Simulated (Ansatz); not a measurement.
Geometry optimisation, RKS PBE-D4/def2-SVP in Ansatz.

input.yaml

```yaml
crystal:
  periodic: [false, false, false]
  atoms:
    - { symbol: Si, position_ang: [0.0, 0.0, 0.0] }
    - { symbol: H, position_ang: [0.0, 0.0, 1.81] }
    - { symbol: H, position_ang: [1.3768, 0.0, -0.4862] }
    - { symbol: H, position_ang: [-0.6877, 1.1914, -0.4862] }
    - { symbol: F, position_ang: [-0.7489, -1.2974, -0.5295] }
    - { symbol: Cl, position_ang: [-2.306, 0.0, 0.7662] }
    - { symbol: H, position_ang: [-0.9541, 0.0, 1.8716] }
basis:
  gaussian: { orbitals: def2-SVP }
hamiltonian:
  xc: pbe
  dispersion: d4
relax:
  f_tol: 0.15
  max_steps: 25
  restrain:
    - { distance: [0, 5], at: 2.13, k: 30.0 }
    - { distance: [6, 1], at: 0.66, k: 30.0 }
    - { distance: [0, 1], at: 2.66, k: 30.0 }
    - { distance: [6, 5], at: 2.57, k: 30.0 }
```

Launched with:

```bash
$ ansatz run input.yaml --threads 1 --pin off --max-ram 2048MiB --backend cpu --events-out ev --progress --plain --runs-dir out
```

Problem. Where does it end, and by what steps?

Solution. It converged. The restraints hold the end off the free minimum; the threshold counts their pulls, which the force column leaves out. Restrained pairs: Si1–Cl6 (2.43 → 2.11 Å), H2–H7 (0.96 → 0.72 Å), Si1–H2 (1.81 → 2.67 Å), Cl6–H7 (1.75 → 2.58 Å). After 15 steps the energy has fallen by 3.244 eV (the restraints' own energy left out); H3 moved furthest, 1.46 Å.

```csv
step,energy less start (eV),largest force component (eV/Å),accepted
0,0.0000,2.587,yes
1,0.1504,2.730,yes
2,-0.2289,3.916,yes
3,-1.3321,3.554,yes
4,-1.9485,2.604,yes
5,-2.4423,1.220,yes
6,-2.8140,0.844,yes
7,-3.0375,1.423,yes
8,-3.0969,1.397,yes
9,-3.1055,1.616,yes
10,-3.1613,0.823,no
11,-3.1207,1.632,yes
12,-3.1467,1.586,yes
13,-3.1960,1.159,yes
14,-3.2271,1.536,yes
15,-3.2439,1.796,yes
```

```xyz
7
Properties=species:S:1:pos:R:3
Si -0.487 -0.236 -0.288
H 0.221 0.764 2.081
H 0.658 -0.953 0.346
H -0.310 1.241 -0.422
F -0.691 -0.855 -1.785
Cl -2.252 -0.628 0.798
H -0.459 0.562 2.216
```

Time of the run: 30 s on 1 thread of Arm Neoverse V1 (shared host), peak memory 0.14 GiB.
